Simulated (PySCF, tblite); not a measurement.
**C4H7OS radical: geometry, infrared bands and EPR parameters**

Wanted: the infrared bands and EPR parameters of C4H7OS radical (`C[C](S)C(C)=O`), by calculation.

Programs: tblite 0.8.0 and PySCF 2.14.0, with density-fitted response routines of our own. Each step states its level of theory. These are calculated values for one molecule in the gas phase, unless marked as measured. Atoms count from 0, in the outputs and in this text.

### Step 1. The molecule as given

13 atoms, charge 0, multiplicity 2; geometry from: force field or distance geometry start.

Bonds of the start (Å): C0–C1 1.51, C1–S2 1.80, C1–C3 1.51, C3–C4 1.49, C3–O5 1.21, C0–H6 1.11, C0–H7 1.10, C0–H8 1.13, S2–H9 1.41, C4–H10 1.10, C4–H11 1.12, C4–H12 1.13.

### Step 2. Relaxing the molecule with GFN2-xTB

What the job is given:

```
{"job": {"kind": "relax", "xc": "GFN2-xTB", "basis": "xTB"}, "charge": 0, "multiplicity": 2}
C     -1.532700    -0.818100    -0.164500
C     -0.485000     0.211900     0.194000
S     -0.957900     1.838300    -0.408400
C      0.729100    -0.196500    -0.607500
C      2.044400     0.166000    -0.012300
O      0.572700    -0.797500    -1.643100
H     -1.617600    -0.866300    -1.267700
H     -2.478900    -0.631200     0.358800
H     -1.129000    -1.813500     0.172600
H     -2.264000     2.136700     0.028900
H      2.366200    -0.674700     0.625700
H      2.828400     0.354500    -0.783100
H      1.919800     1.090900     0.627800
```

The run is started by

```
> OMP_NUM_THREADS=1 python probes_run.py task.json out
```

One launch serves the whole session: the jobs run in the order shown.

What it wrote:

```text
step      E/eV     max force
  0    -526.29884    2.263
  1    -526.47561    1.610
  2    -526.62757    0.750
  3    -526.69453    0.748
  4    -526.80189    1.057
  5    -526.87099    1.082
  6    -526.92948    0.740
  7    -526.97993    0.749
  8    -527.02799    0.750
  9    -527.06877    0.633
 10    -527.11104    0.478
 11    -527.15140    0.570
 12    -527.18916    0.556
 13    -527.22283    0.528
 14    -527.24885    0.393
 15    -527.26789    0.359
 16    -527.28476    0.338
 17    -527.29560    0.262
 18    -527.30397    0.344
 19    -527.31151    0.223
 20    -527.32675    0.278
 21    -527.33692    0.328
 22    -527.35426    0.321
 23    -527.36724    0.300
 24    -527.38033    0.360
 25    -527.39341    0.339
 26    -527.40700    0.307
 27    -527.41897    0.249
 28    -527.42938    0.248
 29    -527.43892    0.266
 30    -527.44754    0.299
 31    -527.45592    0.240
 32    -527.46589    0.302
 33    -527.47806    0.330
 34    -527.48956    0.338
 35    -527.49694    0.237
 36    -527.50099    0.245
 37    -527.50523    0.212
 38    -527.50960    0.197
 39    -527.51470    0.206
 40    -527.51892    0.188
 41    -527.52338    0.163
 42    -527.52763    0.173
 43    -527.53223    0.258
 44    -527.53675    0.191
 45    -527.54044    0.135
 46    -527.54295    0.117
 47    -527.54407    0.091
 48    -527.54479    0.067
 49    -527.54529    0.052
 50    -527.54585    0.068
 51    -527.54647    0.076
 52    -527.54707    0.058
 53    -527.54755    0.065
 54    -527.54801    0.056
 55    -527.54857    0.078
 56    -527.54923    0.074
 57    -527.54989    0.078
 58    -527.55050    0.082
 59    -527.55104    0.060
 60    -527.55147    0.051
 61    -527.55175    0.041
 62    -527.55197    0.042
 63    -527.55223    0.049
 64    -527.55251    0.048
 65    -527.55277    0.043
 66    -527.55295    0.042
 67    -527.55311    0.041
 68    -527.55329    0.038
 69    -527.55353    0.045
 70    -527.55384    0.049
 71    -527.55417    0.043
 72    -527.55453    0.052
 73    -527.55491    0.062
 74    -527.55529    0.062
 75    -527.55585    0.091
 76    -527.55669    0.077
 77    -527.55748    0.076
 78    -527.55806    0.062
 79    -527.55852    0.073
 80    -527.55916    0.066
 81    -527.56044    0.081
 82    -527.56310    0.158
 83    -527.56676    0.162
 84    -527.55866    0.568
 85    -527.57121    0.152
 86    -527.57308    0.161
 87    -527.57357    0.386
 88    -527.57668    0.134
 89    -527.57794    0.153
 90    -527.57929    0.181
 91    -527.58058    0.041
 92    -527.58075    0.039
 93    -527.58093    0.030
 94    -527.58100    0.028
 95    -527.58114    0.027
 96    -527.58124    0.025
 97    -527.58136    0.030
 98    -527.58147    0.027
 99    -527.58158    0.024
100    -527.58169    0.020
101    -527.58177    0.023
102    -527.58182    0.018
103    -527.58186    0.018
104    -527.58190    0.017
105    -527.58193    0.014
106    -527.58196    0.013
107    -527.58199    0.014
108    -527.58202    0.015
109    -527.58205    0.013
110    -527.58208    0.012
111    -527.58211    0.012
112    -527.58213    0.014
113    -527.58216    0.018
114    -527.58221    0.025
115    -527.58233    0.034
116    -527.58263    0.055
117    -527.58299    0.114
118    -527.58319    0.187
119    -527.58527    0.108
120    -527.55729    0.832
121    -527.58706    0.135
122    -527.58834    0.105
123    -527.59093    0.170
124    -527.59236    0.298
125    -527.59554    0.172
126    -527.59775    0.163
127    -527.59980    0.154
128    -527.60285    0.086
129    -527.60406    0.194
130    -527.60308    0.210
131    -527.60628    0.083
132    -527.60700    0.107
133    -527.60825    0.098
134    -527.60944    0.071
135    -527.61013    0.133
136    -527.61115    0.148
137    -527.61241    0.065
138    -527.61311    0.099
139    -527.61373    0.060
140    -527.61396    0.037
141    -527.61412    0.046
142    -527.61420    0.021
143    -527.61426    0.013
144    -527.61428    0.023
145    -527.61430    0.009
```

Run time: 2.2 s. Hardware: 1 thread of Intel Xeon at 2.50GHz, shared host.

Step by step: (not every step is listed)

| step | energy from step 0 (eV) | largest force (eV/Å) |
| --- | --- | --- |
| 0 | 0.0000 | 2.2626 |
| 1 | -0.1768 | 1.6097 |
| 2 | -0.3287 | 0.7497 |
| 3 | -0.3957 | 0.7481 |
| 4 | -0.5030 | 1.0567 |
| 5 | -0.5721 | 1.0822 |
| 6 | -0.6306 | 0.7401 |
| 7 | -0.6811 | 0.7494 |
| 8 | -0.7292 | 0.7502 |
| 21 | -1.0381 | 0.3275 |
| 34 | -1.1907 | 0.3376 |
| 47 | -1.2452 | 0.0911 |
| 60 | -1.2526 | 0.0513 |
| 73 | -1.2561 | 0.0624 |
| 86 | -1.2742 | 0.1615 |
| 99 | -1.2827 | 0.0242 |
| 112 | -1.2833 | 0.0136 |
| 125 | -1.2967 | 0.1724 |
| 138 | -1.3143 | 0.0985 |
| 140 | -1.3151 | 0.0367 |
| 141 | -1.3153 | 0.0458 |
| 142 | -1.3154 | 0.0205 |
| 143 | -1.3154 | 0.0131 |
| 144 | -1.3154 | 0.0227 |
| 145 | -1.3155 | 0.0088 |

Distances of close pairs at the start and the end, largest changes first:

| bond | before (Å) | after (Å) | change (Å) |
| --- | --- | --- | --- |
| C1–C3 | 1.511 | 1.432 | -0.079 |
| S2–H9 | 1.409 | 1.336 | -0.073 |
| C1–S2 | 1.798 | 1.730 | -0.068 |
| C4–H12 | 1.132 | 1.089 | -0.043 |
| C0–H8 | 1.126 | 1.089 | -0.037 |
| C4–H11 | 1.115 | 1.086 | -0.029 |
| C0–C1 | 1.512 | 1.485 | -0.028 |
| C3–C4 | 1.489 | 1.512 | +0.024 |

The next job starts from the end point, and lists it.

### Step 3. Harmonic vibrations with GFN2-xTB

What the job is given:

```
{"job": {"kind": "ir", "xc": "GFN2-xTB", "basis": "xTB"}, "charge": 0, "multiplicity": 2}
C     -1.701352    -0.718262    -0.456020
C     -0.468040     0.058812    -0.175024
S     -0.597057     1.640070     0.515110
C      0.826419    -0.479934    -0.466332
C      2.019347     0.391070    -0.142637
O      0.947068    -1.600524    -0.956829
H     -2.348048    -0.195626    -1.163842
H     -2.276403    -0.897040     0.454980
H     -1.408041    -1.675594    -0.883136
H     -1.931570     1.661670     0.582529
H      2.039824     0.621222     0.921614
H      2.930651    -0.133671    -0.415116
H      1.962814     1.328294    -0.694271
```

What it wrote:

```text
mode    cm-1     km/mol
  1      93.5     10.58
  2     116.7      0.30
  3     127.8      0.01
  4     202.5      2.93
  5     259.0     17.60
  6     264.9     11.65
  7     307.1      1.96
  8     421.1      1.45
  9     474.9     11.40
 10     547.1      8.12
 11     676.1      6.18
 12     850.1     11.45
 13     910.2      0.49
 14     986.1     15.85
 15     988.2     15.16
 16    1000.5      0.27
 17    1099.7     70.63
 18    1171.1     46.22
 19    1341.2     53.80
 20    1375.3     20.58
 21    1384.8     19.26
 22    1451.5     15.72
 23    1456.2     20.04
 24    1456.5      0.80
 25    1467.3     13.80
 26    1612.3    274.71
 27    2396.4     84.29
 28    2960.9     14.44
 29    2979.9     14.09
 30    3010.7     15.57
 31    3017.3     12.37
 32    3037.0      0.56
 33    3059.9     10.01
```

Wall time 0.9 s (1 thread of Intel Xeon at 2.50GHz, shared host).

The strongest bands and the atoms that carry them (share of the mass-weighted mode):

| cm⁻¹ | km/mol | atoms |
| --- | --- | --- |
| 1100 | 70.6 | C3 24 %, C1 14 %, H11 13 %, H8 11 % |
| 1171 | 46.2 | C1 59 %, C0 16 % |
| 1341 | 53.8 | C1 48 %, C3 33 % |
| 1375 | 20.6 | H10 28 %, H12 28 %, H11 22 %, C4 20 % |
| 1385 | 19.3 | H6 27 %, H7 27 %, H8 26 %, C0 19 % |
| 1456 | 20.0 | H12 33 %, H10 33 %, H11 12 % |
| 1612 | 274.7 | C3 62 %, O5 35 % |
| 2396 | 84.3 | H9 97 % |

### Step 4. g tensor and hyperfine couplings: B3LYP/pcH-1

Settings changed since step 3:

```diff
@@ -1,2 +1,2 @@
-{"job": {"kind": "ir", "xc": "GFN2-xTB", "basis": "xTB"}, "charge": 0, "multiplicity": 2}
+{"job": {"kind": "epr", "basis": "pcH-1"}, "charge": 0, "multiplicity": 2}
 C     -1.701352    -0.718262    -0.456020
```

Level: UKS B3LYP, pcH-1 on C H O S, non-relativistic, mean-field spin-orbit, GIAO.

What it wrote:

```text
UKS, coarse grid
  cycle   1  E = -629.86978791  |g| = 6.45e-01
  cycle   2  E = -627.24677123  |g| = 1.99e+00
  cycle   3  E = -629.96984511  |g| = 3.52e-01
  cycle   4  E = -630.03579362  |g| = 1.26e-01
  cycle   5  E = -630.04351526  |g| = 4.48e-02
  cycle   6  E = -630.04445438  |g| = 2.48e-02
  cycle   7  E = -630.04479282  |g| = 9.06e-03
  cycle   8  E = -630.04487171  |g| = 5.19e-03
  cycle   9  E = -630.04489456  |g| = 1.61e-03
  cycle  10  E = -630.04489683  |g| = 9.32e-04
UKS, final grid
  cycle   1  E = -630.04489729  |g| = 1.46e-03
  cycle   2  E = -630.04489475  |g| = 3.04e-03
  cycle   3  E = -630.04489815  |g| = 3.27e-04
  cycle   4  E = -630.04489820  |g| = 7.42e-05
  cycle   5  E = -630.04489821  |g| = 5.08e-05
  cycle   6  E = -630.04489822  |g| = 1.09e-05
E = -630.04489822 Eh   <S^2> = 0.7594 (exact 0.7500)
g shifts (ppm)      1          2          3
  rmc          -210       -210       -210
  gc            -10         41         40
  oz_so        -119       4215       7735
  total        -338       4046       7566
hyperfine (MHz)  atom isotope    a_iso     a_fc   dipolar eigenvalues
    0   13C     -21.82     -21.84     -1.29      0.00      1.29
    1   13C      60.74      60.50    -55.50    -54.35    109.86
    2   33S       5.01       5.34    -20.72    -17.00     37.72
    3   13C     -29.52     -29.57     -4.71     -0.17      4.89
    4   13C      -3.69      -3.69     -0.67     -0.45      1.11
    5   17O     -19.36     -19.06    -85.21     42.49     42.72
    6    1H      66.11      66.10     -3.65     -2.65      6.30
    7    1H      66.09      66.08     -3.64     -2.64      6.29
    8    1H       1.82       1.82     -3.92     -2.43      6.35
    9    1H      -7.75      -7.79     -3.73     -1.48      5.21
   10    1H       0.15       0.14     -2.69     -1.53      4.22
   11    1H      -1.28      -1.29     -1.96     -1.05      3.01
   12    1H       0.12       0.11     -2.70     -1.53      4.23
```

Wall time 1.7 min (1 thread of Intel Xeon at 2.50GHz, shared host); peak memory 0.89 GiB.

Principal g values 2.00198, 2.00637, 2.00989; g(iso) = 2.00608, against 2.00232 for a free electron.

Mean a(iso) over the nuclei that a row names, and the largest dipolar term of the row (other rows stand at the frozen geometry):

| nuclei | isotope | a(iso) (MHz) | a(iso) (G, at g = 2.0023) | largest dipolar term (MHz) |
| --- | --- | --- | --- | --- |
| C1 | 13C | 60.7 | 21.7 | 109.9 |
| H6, H7, H8 | 1H | 44.7 | 15.9 | 6.3 |
| C3 | 13C | -29.5 | -10.5 | 4.9 |
| C0 | 13C | -21.8 | -7.8 | -1.3 |
| O5 | 17O | -19.4 | -6.9 | -85.2 |
| H9 | 1H | -7.8 | -2.8 | 5.2 |
| S2 | 33S | 5.0 | 1.8 | 37.7 |
| C4 | 13C | -3.7 | -1.3 | 1.1 |
| H10, H11, H12 | 1H | -0.3 | -0.1 | 4.2 |

Mulliken spin populations:

C0 -0.05; C1 0.62; S2 0.17; C3 -0.06; C4 0.00; O5 0.27; H6 0.03; H7 0.03; H8 0.00; H9 -0.01; H10 0.00; H11 0.00; H12 0.00

In first order the couplings over 0.8 MHz of 1H give 8 distinct lines over 50.6 G, if the averaged nuclei exchange fast.

Orbitals, density, ELF and potential are computed afterwards from the orbital file.

ELF in a plane through or near 9 of the atoms.

Values, 10 rows by 14 columns:
```
0.00 0.00 0.00 0.00 0.00 0.00 0.00 0.00 0.00 0.00 0.00 0.00 0.00 0.00
0.00 0.00 0.00 0.00 0.00 0.03 0.25 0.26 0.06 0.05 0.01 0.00 0.00 0.00
0.00 0.00 0.00 0.00 0.00 0.23 0.88 0.80 0.63 0.97 0.68 0.00 0.00 0.00
0.00 0.00 0.00 0.07 0.18 0.03 0.73 0.60 0.47 0.96 0.14 0.00 0.00 0.00
0.00 0.00 0.04 0.32 0.75 0.44 0.07 0.68 0.57 0.17 0.25 0.06 0.00 0.00
0.00 0.02 0.84 0.99 0.68 0.93 0.23 0.76 0.86 0.36 0.67 0.12 0.00 0.00
0.00 0.01 0.76 0.98 0.25 0.39 0.82 0.15 0.40 0.97 0.31 0.03 0.00 0.00
0.00 0.00 0.00 0.00 0.14 0.88 0.82 0.79 0.07 0.98 0.35 0.00 0.00 0.00
0.00 0.00 0.00 0.00 0.01 0.15 0.19 0.10 0.00 0.01 0.00 0.00 0.00 0.00
0.00 0.00 0.00 0.00 0.00 0.00 0.00 0.00 0.00 0.00 0.00 0.00 0.00 0.00
```
The map spans 10.9 Å across and 9.4 Å up, centred on the molecule. Atoms in the plane (x, y in Å): C0 (1.8, -0.5), C1 (0.5, 0.1), S2 (0.3, 1.9), C3 (-0.7, -0.7), C4 (-2.1, 0.1), O5 (-0.7, -1.9), H8 (1.7, -1.6), H9 (1.6, 2.1), H11 (-2.9, -0.6).

On the surface of density 0.002 e/bohr³ the electrostatic potential runs, from the 1st to the 99th percentile, from -1.85 V near O5 to 1.70 V near H9.

The spin density lies nearest to C1 45 %; O5 22 %; S2 16 %; C3 6 % (both signs).

### Step 5. Outcome

| quantity | value |
| --- | --- |
| strongest single infrared mode (GFN2-xTB) | 1612 cm⁻¹, 275 km/mol |
| zero-point energy (GFN2-xTB) | 60.8 kcal/mol |
| g(iso) (B3LYP) | 2.00608 |
| ⟨S²⟩ | 0.759 (exact 0.75) |
| largest a(iso) (averaged by class) | 13C on C1, 60.7 MHz |
| surface potential, 1st and 99th percentile | -1.85 V and 1.70 V |

Over 145 steps the energy fell by 1.315 eV; of the close pairs, C1–C3 changed most, 1.511 to 1.432 Å. All 33 modes are real, so the xTB geometry is a minimum. The strongest single mode, at 1612 cm⁻¹, moves mainly C3 and O5. Unscaled tight-binding wavenumbers are off by several per cent, some by more. Its intensities can rank the bands wrongly. C1 carries the largest spin population, 0.62 e. The isotropic g lies 3.8 ppt above the free-electron value.
